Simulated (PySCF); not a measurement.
**How methods differ on the ionisation energy of S**

S [Ne] 3s2 3p4 (3P) → S+ [Ne] 3s2 3p3 (4S), as a difference of total energies. Calculation: PySCF 2.14, in aug-cc-pV(Q+d)Z (7s6p5d3f2g, 89 functions); the non-relativistic Hamiltonian (point nucleus). Correlated levels: valence: [Ne] frozen. The calculations carry no spin-orbit coupling.

```tsv
method	ionisation energy (eV)
UHF	9.239
MP2 (valence)	10.102
SCS-MP2 (valence)	10.202
CCSD (valence)	10.212
CCSD(T) (valence)	10.257
```

Errors of the correlated levels include the incompleteness of this basis and the frozen core.

Q: Which method comes closest to the reference value, and which is furthest?

A: The reference is 10.336 eV (measured; NIST levels, between the centres of gravity of the two terms). Closest: CCSD(T) (valence) (error -0.079 eV); furthest: UHF (error -1.097 eV).
